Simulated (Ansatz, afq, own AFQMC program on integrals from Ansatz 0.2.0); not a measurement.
Integrals from Ansatz 0.2.0, then the random walk in our own AFQMC program (afq).

```yaml
crystal:
  periodic: [false, false, false]
  atoms:
    - {symbol: Si, position_ang: [0.000000, 0.000000, 0.000000]}
    - {symbol: C, position_ang: [0.000000, 0.000000, 1.859000]}
basis:
  gaussian: {orbitals: 6-31G}
magnetization: {spin_polarized: true, initial_magnetization: 2}
correlation: {method: ccsd_t, electrons: outside_noble_gas, hamiltonian_folder: ham}
```

```sh
$ ansatz run in.yaml --threads 1 --pin off --events-out ev --progress --plain --max-ram 16896MiB --backend cuda --devices 0, --max-vram 18GiB
```

Options of the walk:

```
--method phaseless --trial hf --walkers 4000 --populations 20 --least-time 40 --time-step 0.005 --steps-per-block 20 --equilibration-blocks 112 --max-blocks 4000 --target-error 0.0008500 --factor-cut 1e-05 --start spin_pure --seed 7507 --taylor-order 6
```

Times are imaginary, in 1/Eh. The walk had a cap of 49 s. With eight or more populations the least sampling time is a fifth of least-time, and the error comes from their spread.

Log:

```
orbitals 16  electrons 5 3  factors 89 of 267
reference energy -326.57901608 Eh
CCSD correlation -0.10473063 Eh in 17 cycles, weight of the determinant in the CISD state 0.7114
energy of the start -326.589596 Eh
 block  time / (1/Eh)  mean weight  energy / Eh
     1     0.100  1.0003  -326.602899
     2     0.200  1.0005  -326.614226
     3     0.300  1.0004  -326.623578
     4     0.400  1.0005  -326.631483
     5     0.500  1.0004  -326.637823
    10     1.000  1.0003  -326.660294
    31     3.100  0.9998  -326.685085
    37     3.700  0.9999  -326.687353
    67     6.700  1.0000  -326.687825
    97     9.700  1.0000  -326.692346
   127    12.700  1.0001  -326.686401
   157    15.700  1.0000  -326.692906
   187    18.700  1.0001  -326.691283
   193    19.300  0.9998  -326.694844
   217    21.700  1.0000  -326.690313
   247    24.700  1.0001  -326.690141
   259    25.900  1.0000  -326.692439
error from the spread of 20 populations
energy -326.691884 +/- 0.000788 Eh
(rows thinned)
```

The run passed its tests (sampling time, drift between the halves within three errors, error under three times the target), which doesn't prove that it has relaxed.

Against this walk (error 21.4 meV) on the same determinant: CCSD(T) 95.0 meV higher, CCSDT(Q) 17.1 meV higher (within the noise), CCSDTQ 8.6 meV higher (within the noise), full CI 3.7 meV higher (within the noise), a separate phaseless walk with a CISD trial and standard settings 46.2 ± 21.8 meV higher. The error is statistical and leaves out the bias of the constraint. The determinant has ⟨S²⟩ = 2.69, so the low cluster orders mix in higher spin, while the walk starts as a pure triplet. The determinant is a poor start (see the cautions), so the low cluster orders aren't to be relied on, and full CI is the sure value.

Cautions: constraint bias not in the error; lower spins were not checked; strong correlation (T1 0.102, weight of the determinant 0.71, largest double 0.22); unrestricted determinant spin contaminated (⟨S²⟩ 2.69 against 2.00).

The walk took 17 s on 1 × NVIDIA H100 80GB HBM3 with 2 threads of AMD EPYC 7R13 Processor (Zen 3) (shared host) (the card was shared). The log's last line is the phaseless energy.

CCSDT and higher add their correlation energy to the determinant of the CCSD(T) run, since their own runs factorise the integrals more tightly (a shift of under 2 meV). A walk keeps the symmetry of its determinant, which the program's search chose and which needn't be the lowest solution, so a lower state of the same spin and another symmetry isn't excluded.
